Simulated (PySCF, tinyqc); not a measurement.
Worked calculation: RKS/BP86 in the sto-3g basis, for OH-, spin multiplicity 1. The basis has no diffuse functions, so it cannot describe the extra electron: this is an exercise in the method, not the real anion. The lowest restricted solution is unstable here: a spin-polarised one lies 0.0013 hartree lower (PySCF). One step of it, computed by the program tinyqc.

Question. Iteration 2: building the Kohn-Sham matrix. J_ij = sum D_kl (ij|kl); F = H + J + V_xc; E = tr D H + tr D J / 2 + E_xc + E_nn.

D after iteration 1:
```
            1O 1s      1O 2s    1O 2px    1O 2py     1O 2pz      2H 1s
1O 1s    2.120507  -0.513118  0.000000  0.000000  -0.030722   0.069660
1O 2s   -0.513118   2.191051  0.000000  0.000000   0.117437  -0.407490
1O 2px   0.000000   0.000000  2.000000  0.000000   0.000000   0.000000
1O 2py   0.000000   0.000000  0.000000  2.000000   0.000000   0.000000
1O 2pz  -0.030722   0.117437  0.000000  0.000000   0.016353   0.117849
2H 1s    0.069660  -0.407490  0.000000  0.000000   0.117849   2.015964
```

core Hamiltonian H = T + V (hartree):
```
             1O 1s      1O 2s     1O 2px     1O 2py     1O 2pz      2H 1s
1O 1s   -31.954254  -7.431333   0.000000   0.000000  -0.005837  -0.426252
1O 2s    -7.431333  -8.582744   0.000000   0.000000  -0.073578  -1.151716
1O 2px    0.000000   0.000000  -6.778150   0.000000   0.000000   0.000000
1O 2py    0.000000   0.000000   0.000000  -6.778150   0.000000   0.000000
1O 2pz   -0.005837  -0.073578   0.000000   0.000000  -6.812621  -0.956178
2H 1s    -0.426252  -1.151716   0.000000   0.000000  -0.956178  -3.170152
```

Two-electron integrals (ij|kl) in chemists' order, unique and non-zero (hartree):
```
(11|11) 4.785065   (21|11) 0.741380   (21|21) 0.136873   (22|11) 1.118947
(22|21) 0.256633   (22|22) 0.817206   (31|31) 0.024477   (32|31) 0.037809
(32|32) 0.180518   (33|11) 1.115814   (33|21) 0.256684   (33|22) 0.817023
(33|33) 0.880159   (41|41) 0.024477   (42|41) 0.037809   (42|42) 0.180518
(43|43) 0.047444   (44|11) 1.115814   (44|21) 0.256684   (44|22) 0.817023
(44|33) 0.785270   (44|44) 0.880159   (51|51) 0.024477   (52|51) 0.037809
(52|52) 0.180518   (53|53) 0.047444   (54|54) 0.047444   (55|11) 1.115814
(55|21) 0.256684   (55|22) 0.817023   (55|33) 0.785270   (55|44) 0.785270
(55|55) 0.880159   (61|11) 0.042608   (61|21) 0.007807   (61|22) 0.014573
(61|33) 0.014551   (61|44) 0.014551   (61|51) 0.000326   (61|52) 0.000621
(61|55) 0.014619   (61|61) 0.000450   (62|11) 0.129223   (62|21) 0.030123
(62|22) 0.109795   (62|33) 0.107878   (62|44) 0.107878   (62|51) 0.002195
(62|52) 0.018671   (62|55) 0.113517   (62|61) 0.001751   (62|62) 0.020343
(63|31) 0.002816   (63|32) 0.017594   (63|53) 0.003652   (63|63) 0.002584
(64|41) 0.002816   (64|42) 0.017594   (64|54) 0.003652   (64|64) 0.002584
(65|11) 0.105841   (65|21) 0.024953   (65|22) 0.097301   (65|33) 0.093312
(65|44) 0.093312   (65|51) 0.004300   (65|52) 0.032284   (65|55) 0.105168
(65|61) 0.001495   (65|62) 0.021999   (65|65) 0.026134   (66|11) 0.337901
(66|21) 0.079955   (66|22) 0.335650   (66|33) 0.325863   (66|44) 0.325863
(66|51) 0.005678   (66|52) 0.069168   (66|55) 0.355010   (66|61) 0.004650
(66|62) 0.088072   (66|65) 0.109964   (66|66) 0.774606
```

nuclear repulsion = 2.71199083 hartree

V_xc (hartree):
```
            1O 1s      1O 2s     1O 2px     1O 2py     1O 2pz      2H 1s
1O 1s   -3.027344  -0.415422   0.000000   0.000000  -0.001550  -0.024099
1O 2s   -0.415422  -0.770284   0.000000   0.000000  -0.016482  -0.098723
1O 2px   0.000000   0.000000  -0.804687   0.000000   0.000000   0.000000
1O 2py   0.000000   0.000000   0.000000  -0.804687   0.000000   0.000000
1O 2pz  -0.001550  -0.016482   0.000000   0.000000  -0.692463  -0.089176
2H 1s   -0.024099  -0.098723   0.000000   0.000000  -0.089176  -0.529175
```

E_xc = sum of w rho eps_xc = -9.30811569 hartree

Give: Coulomb J; Kohn-Sham matrix F; total energy of this density.

Answer.

Coulomb J (hartree):
```
          1O 1s   1O 2s  1O 2px  1O 2py  1O 2pz   2H 1s
1O 1s   16.9259  3.1685  0.0000  0.0000  0.0181  0.1812
1O 2s    3.1685  7.7935  0.0000  0.0000  0.1720  1.0877
1O 2px   0.0000  0.0000  7.8295  0.0000  0.0000  0.0000
1O 2py   0.0000  0.0000  0.0000  7.8295  0.0000  0.0000
1O 2pz   0.0181  0.1720  0.0000  0.0000  7.6983  1.0044
2H 1s    0.1812  1.0877  0.0000  0.0000  1.0044  4.2114
```

Kohn-Sham matrix F (hartree):
```
           1O 1s    1O 2s  1O 2px  1O 2py   1O 2pz    2H 1s
1O 1s   -18.0557  -4.6783  0.0000  0.0000   0.0107  -0.2692
1O 2s    -4.6783  -1.5595  0.0000  0.0000   0.0819  -0.1628
1O 2px    0.0000   0.0000  0.2467  0.0000   0.0000   0.0000
1O 2py    0.0000   0.0000  0.0000  0.2467   0.0000   0.0000
1O 2pz    0.0107   0.0819  0.0000  0.0000   0.1932  -0.0409
2H 1s    -0.2692  -0.1628  0.0000  0.0000  -0.0409   0.5121
```

total energy of this density = -73.979887 hartree
